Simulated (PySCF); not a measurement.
## Mayer bond orders and bond lengths

Species: trans-1,2-difluoroethene, C2H2F2.
Numbering: `[F:1]/[CH:2]=[CH:3]/[F:4]` (hydrogens: H5 on C2; H6 on C3)

Structure used (PBE0-D3(BJ)/def2-TZVP), in Å, numbered top down from 1:
```
atom  x, y, z in Å
F1     1.3349   -1.1603   -0.0008
C2     0.6632   -0.0070   -0.0231
C3    -0.6556   -0.0022    0.0096
F4    -1.3277    1.1503   -0.0153
H5     1.2859    0.8772   -0.0699
H6    -1.2776   -0.8870    0.0559
```

Bond orders from the PBE0/pcSseg-2 density (PySCF). Geometry: PBE0-D3(BJ)/def2-TZVP; no solvent, vibrations or thermal averaging.

(1) Where do the orders between heavy atoms depart from those drawn in the SMILES?

(2) Set the Mayer orders of the bonds beside their lengths.

(3) Sum the orders of all bonds at each heavy atom with more than one neighbour and set the sums beside the valence in the SMILES.

## Answers

(1) The largest departure is 0.133, at C2–C3 (drawn double, 1.867).

(2) 
| bond | drawn as | length (Å) | Mayer order |
| --- | --- | --- | --- |
| F1–C2 | single | 1.335 | 0.942 |
| C2–C3 | double | 1.319 | 1.867 |
| C3–F4 | single | 1.334 | 0.942 |
| C2–H5 | single | 1.082 | 0.999 |
| C3–H6 | single | 1.083 | 0.999 |

(3) C2 3.808 (drawn 4), C3 3.808 (drawn 4). Orders between atoms that aren't bonded are not in these sums.

For a closed shell the Mayer order of atoms A and B is Σ (PS)μν (PS)νμ over the basis functions μ on A and ν on B, with P the density and S the overlap matrix.

These values come from a run that also computed NMR shieldings. The run took 15 s on an Arm Neoverse N1 with one thread, no GPU, shared host with 64 logical CPUs at a one-minute load of 55, and the process peaked at 0.66 GiB of memory.
